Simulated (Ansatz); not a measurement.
# How basis sets differ on P2 (diphosphorus)

P2, singlet, SMILES `P#P`. Each level relaxes the structure for itself.

Quantity: the equilibrium bond length, in Å. The values are calculated.

(1) The value from experiment is 1.893 Å (Huber and Herzberg, Constants of Diatomic Molecules). From what is known of these methods, estimate their order from the nearest to it to the farthest.
A. wB97M-V/def2-TZVPD (Ansatz)
B. wB97M-V/jorge-TZP (Ansatz)
C. wB97M-V/jorge-DZP (Ansatz)
D. wB97M-V/jorge-QZP (Ansatz)

Results:

(1) C (1.886 Å, -0.007), B (1.877 Å, -0.016), D (1.873 Å, -0.020), A (1.869 Å, -0.024).
